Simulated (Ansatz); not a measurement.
Rutile CrO2

The numbers are results of HSE06 in Ansatz (plane waves, PAW), not measurements.

Run with plane-wave cutoff 460 eV, 6×6×10 k mesh (along the axes of the cell as run), Fermi–Dirac smearing 0.05 eV, spin-polarised with parallel moments, scalar-relativistic PAW data made under PBE.

Cell: relaxed at this level.

lattice constant a: 4.368 Å
lattice parameter c: 2.922 Å
magnetic moment (largest site, within a sphere): 1.81 μB

Measured, for comparison: lattice constant a 4.419 Å, lattice parameter c 2.915 Å (room temperature, no zero-point or thermal correction; as tabulated in Hiroi (2015), arXiv:1503.02262). Computed (rounded) less measured: lattice constant a -1.2 %, lattice parameter c +0.2 %. A static lattice is as a rule a little smaller and stiffer than an uncorrected measurement, which narrows the difference in the lattice constant a and would widen misses of the other sign.

Moments are spin moments.

Computed values are for the static lattice.

Ansatz is an electronic-structure program.
